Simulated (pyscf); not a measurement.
A first-order saddle from PySCF, ωB97X-D3(BJ)/def2-SVP:

```
Si
F 1 1.5946
F 1 1.6054 2 111.24
F 1 1.6060 2 108.92 3 107.48
F 1 1.8267 2 97.53 4 161.69
H 5 1.1659 1 79.63 2 -95.71
F 6 1.1441 5 130.59 1 -3.80
```
Charge 0, spin multiplicity 1.

Surface: singlet, charge 0. Lowest wavenumbers (cm⁻¹): 625i, 30, 261, 280, 367.

**Question.** Which two sides does it connect, and which bonds change?

**Answer.** F–Si(F)(F)–F (SMILES F[Si](F)(F)F) + HF (SMILES F) <-> HF (SMILES F) + F–Si(F)(F)–F (SMILES F[Si](F)(F)F), a four-centre exchange read from left to right: F–Si, F–H broken and F–H, F–Si formed. At ωB97M-D3(BJ)/def2-TZVP it lies +27.4 kcal/mol from the left side and +27.4 kcal/mol from the right (each side as separated species at their lowest minima found). This is the saddle that the search found; another between the same sides may lie lower.
